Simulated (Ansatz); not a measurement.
**C₅H₇F: small, medium and large basis sets**

An exercise on one series of results from a longer session: the logs are not shown, and one member is left open.

Computed with Ansatz 0.2.0, Gaussian basis. Level: one geometry, several basis sets.

Plan: PBE0-D4/def2-SVP; ωB97M-V/def2-SVP; PBE0-D4/def2-QZVPP; ωB97M-V/def2-QZVPP; the functionals' def2-TZVPP values are taken from earlier runs.

## The relaxed structure

The geometry comes from an earlier relaxation with PBE0-D4 in a triple-zeta def2 set; it is a stationary point, not always the lowest conformer.

SMILES `FC1=CCCC1`, 13 atoms, charge 0, spin multiplicity 1.

Atoms are counted from 1 here; the program's logs count them from 0.

Bond lengths: F1–C2 1.334 Å, C2–C3 1.324 Å, C2–C6 1.490 Å, C3–C4 1.499 Å, C3–H7 1.082 Å, C4–C5 1.544 Å, C4–H8 1.093 Å, C4–H9 1.097 Å, C5–C6 1.536 Å, C5–H10 1.092 Å, C5–H11 1.090 Å, C6–H12 1.097 Å, C6–H13 1.093 Å. Angles: F1–C2–C3 125.8°, F1–C2–C6 119.1°, C3–C2–C6 115.1°, C2–C3–C4 109.7°, C2–C3–H7 125.2°, C4–C3–H7 125.0°, C3–C4–C5 103.5°, C3–C4–H8 112.9°, C3–C4–H9 110.6°, C5–C4–H8 111.8°, C5–C4–H9 111.7°, H8–C4–H9 106.4°, C4–C5–C6 106.1°, C4–C5–H10 109.1°, C4–C5–H11 112.6°, C6–C5–H10 109.0°, C6–C5–H11 112.7°, H10–C5–H11 107.3° and more.

The first run:

in.yaml reads:

```yaml
crystal:
  periodic: [false, false, false]
  atoms:
    - {symbol: F, position_ang: [2.595838, 0.212793, -0.333460]}
    - {symbol: C, position_ang: [1.293161, 0.015111, -0.126566]}
    - {symbol: C, position_ang: [0.740974, -1.105006, 0.312643]}
    - {symbol: C, position_ang: [-0.736513, -0.910217, 0.478632]}
    - {symbol: C, position_ang: [-1.009571, 0.422929, -0.251720]}
    - {symbol: C, position_ang: [0.344592, 1.143012, -0.344142]}
    - {symbol: H, position_ang: [1.280073, -2.007680, 0.566641]}
    - {symbol: H, position_ang: [-1.324313, -1.730859, 0.058356]}
    - {symbol: H, position_ang: [-1.001837, -0.851917, 1.541598]}
    - {symbol: H, position_ang: [-1.368623, 0.209530, -1.260753]}
    - {symbol: H, position_ang: [-1.772888, 1.023932, 0.243576]}
    - {symbol: H, position_ang: [0.475719, 1.903892, 0.434786]}
    - {symbol: H, position_ang: [0.503788, 1.639781, -1.304691]}
basis:
  gaussian: {orbitals: def2-SVP}
hamiltonian: {xc: pbe0, dispersion: d4}
output: {orbitals: {seedname: orbitals}}
```

Command:

```sh
ansatz run in.yaml --threads 4 --pin off --events-out ev --progress --plain --max-ram 10444MiB
```

Steps of the session up to this table: PBE0-D4 in def2-SVP; ωB97M-V in def2-SVP; PBE0-D4 in def2-QZVPP; ωB97M-V in def2-QZVPP.

One table of the session follows, with a row left open; its other results are not shown here.

| functional | basis | HOMO (eV) | LUMO (eV) |
| --- | --- | --- | --- |
| PBE0-D4 | def2-SVP | -6.75 | 0.94 |
| PBE0-D4 | def2-TZVPP | -6.79 | 0.78 |
| PBE0-D4 | def2-QZVPP | -6.81 | 0.68 |
| ωB97M-V | def2-SVP | -8.97 | 3.14 |
| ωB97M-V | def2-TZVPP | ? | ? |
| ωB97M-V | def2-QZVPP | -9.04 | 1.92 |

**Question.** Estimate the row for ωB97M-V, def2-TZVPP.

**Answer.** HOMO (eV): -9.02; LUMO (eV): 2.64. In the column «HOMO (eV)» it lies between ωB97M-V, def2-QZVPP (-9.04) and ωB97M-V, def2-SVP (-8.97).
